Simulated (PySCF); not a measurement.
**Atomic charges against the basis set**

Species: methylcyclopentane, C₆H₁₂.
Numbering: `[CH3:1][CH:2]1[CH2:3][CH2:4][CH2:5][CH2:6]1` (hydrogens: H7, H8, H9 on C1; H10 on C2; H11, H12 on C3; H13, H14 on C4; H15, H16 on C5; H17, H18 on C6)

Structure used (PBE0-D3(BJ)/def2-SVP), in Å, numbered top down from 1:
```
atom  x, y, z in Å
C1     2.071   -0.617   -0.147
C2     0.556   -0.538   -0.177
C3    -0.101   -0.251    1.176
C4    -1.536    0.176    0.836
C5    -1.488    0.678   -0.628
C6    -0.017    0.580   -1.049
H7     2.485   -0.813   -1.149
H8     2.421   -1.420    0.521
H9     2.505    0.330    0.214
H10    0.156   -1.500   -0.552
H11    0.443    0.579    1.661
H12   -0.055   -1.108    1.866
H13   -1.907    0.945    1.529
H14   -2.226   -0.678    0.927
H15   -2.110    0.036   -1.272
H16   -1.883    1.700   -0.738
H17    0.515    1.519   -0.812
H18    0.115    0.399   -2.127
```

PBE0 throughout (PySCF), one geometry, spherical d and f functions. Geometry: PBE0-D3(BJ)/def2-SVP, one conformer, isolated molecule. Atoms taken as equivalent share a column and are averaged. The first 7 of 10 kinds of atom are listed.

Mulliken charges (e):

```
        basis  functions      C1      C2   C3/C6   C4/C5  H7/H8/H9     H10  H11/H17
       STO-3G         42  -0.232  -0.054  -0.143  -0.146    +0.075  +0.068   +0.069
        6-31G         78  -0.480  -0.165  -0.309  -0.325    +0.159  +0.159   +0.156
       6-31G*        108  -0.521  -0.136  -0.325  -0.337    +0.168  +0.157   +0.159
     def2-SVP        144  +0.006  -0.248  -0.022  -0.050    +0.035  +0.036   +0.026
     pcSseg-1        162  -0.193  -0.381  -0.178  -0.223    +0.110  +0.116   +0.108
6-311+G(2d,p)        234  -0.687  +0.435  -0.344  -0.298    +0.147  +0.092   +0.128
    def2-TZVP        258  -0.357  -0.051  -0.201  -0.196    +0.117  +0.068   +0.085
```

IAO charges (e):

| basis | functions | C1 | C2 | C3/C6 | C4/C5 | H7/H8/H9 | H10 | H11/H17 |
| --- | --- | --- | --- | --- | --- | --- | --- | --- |
| STO-3G | 42 | -0.392 | -0.123 | -0.254 | -0.258 | +0.131 | +0.124 | +0.123 |
| 6-31G | 78 | -0.430 | -0.097 | -0.268 | -0.274 | +0.140 | +0.123 | +0.126 |
| 6-31G* | 108 | -0.409 | -0.091 | -0.254 | -0.261 | +0.133 | +0.116 | +0.119 |
| def2-SVP | 144 | -0.399 | -0.090 | -0.249 | -0.257 | +0.130 | +0.114 | +0.117 |
| pcSseg-1 | 162 | -0.408 | -0.095 | -0.256 | -0.263 | +0.133 | +0.117 | +0.120 |
| 6-311+G(2d,p) | 234 | -0.422 | -0.094 | -0.262 | -0.269 | +0.137 | +0.120 | +0.123 |
| def2-TZVP | 258 | -0.422 | -0.094 | -0.262 | -0.269 | +0.137 | +0.120 | +0.123 |

Hirshfeld charges (e):

```tsv
basis	functions	C1	C2	C3/C6	C4/C5	H7/H8/H9	H10	H11/H17
STO-3G	42	-0.044	+0.010	-0.022	-0.020	+0.013	+0.005	+0.007
6-31G	78	-0.102	-0.011	-0.060	-0.058	+0.032	+0.025	+0.025
6-31G*	108	-0.103	-0.015	-0.062	-0.059	+0.032	+0.026	+0.027
def2-SVP	144	-0.114	-0.017	-0.068	-0.065	+0.036	+0.030	+0.030
pcSseg-1	162	-0.116	-0.022	-0.071	-0.068	+0.037	+0.031	+0.031
6-311+G(2d,p)	234	-0.116	-0.033	-0.075	-0.073	+0.038	+0.037	+0.036
def2-TZVP	258	-0.120	-0.029	-0.075	-0.073	+0.039	+0.037	+0.035
```

ESP-fitted charges (e):

```
        basis  functions      C1      C2   C3/C6   C4/C5  H7/H8/H9     H10  H11/H17
       STO-3G         42  -0.705  +0.314  -0.169  -0.130    +0.170  +0.013   +0.073
        6-31G         78  -0.666  +0.331  -0.144  -0.104    +0.158  -0.005   +0.055
       6-31G*        108  -0.728  +0.385  -0.147  -0.105    +0.169  -0.013   +0.056
     def2-SVP        144  -0.654  +0.361  -0.110  -0.075    +0.150  -0.021   +0.040
     pcSseg-1        162  -0.720  +0.413  -0.127  -0.080    +0.165  -0.029   +0.043
6-311+G(2d,p)        234  -0.795  +0.464  -0.148  -0.093    +0.180  -0.029   +0.051
    def2-TZVP        258  -0.790  +0.462  -0.144  -0.092    +0.178  -0.029   +0.050
```

**Question.** Which scheme is steadiest as the basis changes?

**Answer.** Largest range over the bases for any column: IAO 0.04 e, Hirshfeld 0.08 e, ESP-fitted 0.15 e, Mulliken 0.82 e. IAO charges move least and Mulliken charges most, counted in e. Without the minimal STO-3G basis the ranges are IAO 0.03, Hirshfeld 0.02, ESP-fitted 0.14, Mulliken 0.82 e.

**Question.** How much do the charges still move between the two largest bases, 6-311+G(2d,p) and def2-TZVP?

**Answer.** At most, over all atoms: Mulliken 0.486 e, IAO 0.000 e, Hirshfeld 0.004 e, ESP-fitted 0.005 e.

**Question.** What do the same runs give for the total energy, the frontier levels and the dipole moment?

**Answer.** 
```
        basis  energy (Eh)  HOMO (eV)  LUMO (eV)  μ (D)
       STO-3G    -232.8249      -7.51       9.40   0.03
        6-31G    -235.5233      -8.52       2.57   0.07
       6-31G*    -235.5770      -8.51       2.58   0.08
     def2-SVP    -235.4144      -8.62       1.67   0.08
     pcSseg-1    -235.5471      -8.68       1.36   0.08
6-311+G(2d,p)    -235.6434      -8.64       0.37   0.10
    def2-TZVP    -235.6598      -8.63       1.10   0.10
```
